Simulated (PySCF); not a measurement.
Results of Hartree–Fock in PySCF (GTH pseudopotentials, Gaussian basis, DZ basis) for zinc-blende InP.

The same calculation (at the measured cell, 25.270 Å³/atom) with different numerical settings:

```
run  k mesh  gap on the mesh (eV)  total energy (eV/atom)   rough time
---  ------  --------------------  ----------------------  -----------
1     2×2×2                 8.551               -863.4301   100 core-s
2     3×3×3                 7.892               -863.6852   4 core-min
3     4×4×4                 7.497               -863.6901  30 core-min
```

In the column total energy (eV/atom) the first row differs from the last by +0.2600 and the next to last by +0.0049.

The last row is no converged limit: other settings stay fixed.

Spin–orbit coupling is not included.
